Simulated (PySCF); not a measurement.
Compound: silicon difluoride, SiF2 (singlet state).
Numbering: `[F:1][Si:2][F:3]`

The closed-shell ground state was solved at several levels (PySCF, density fitting, gas phase, non-relativistic). Geometry: PBE0-D3(BJ)/def2-TZVP; no solvent, vibrations or thermal averaging.

```json
{"level": "wB97X-D/aug-cc-pVTZ", "basis functions": "142", "HOMO (eV)": "-10.26", "LUMO (eV)": "-0.49", "gap (eV)": "9.77", "dipole (D)": "1.09"}
{"level": "CAM-B3LYP/aug-cc-pVTZ", "basis functions": "142", "HOMO (eV)": "-9.76", "LUMO (eV)": "-1.20", "gap (eV)": "8.56", "dipole (D)": "1.21"}
{"level": "PBE0/pcSseg-2", "basis functions": "115", "HOMO (eV)": "-8.35", "LUMO (eV)": "-2.18", "gap (eV)": "6.17", "dipole (D)": "1.18"}
```

Question: What might PBE0/aug-cc-pVTZ (142 basis functions) give for the same quantities?

Answer: HOMO -8.37 eV, LUMO -2.25 eV, gap 6.12 eV, dipole 1.11 D.

Question: Over all these levels, which gives the widest orbital gap and which the narrowest?

Answer: wB97X-D/aug-cc-pVTZ (range-separated hybrid) has the widest, 9.77 eV, and PBE0/aug-cc-pVTZ (global hybrid, 25 % exact exchange) the narrowest, 6.12 eV. The two share the basis. From the narrowest to the widest the HOMO moves by -1.89 eV and the LUMO by +1.76 eV.

Question: How far do the dipole and the HOMO energy spread over the levels?

Answer: The dipole runs from 1.09 to 1.21 D (mean 1.15 D) and the HOMO from -10.26 to -8.35 eV.
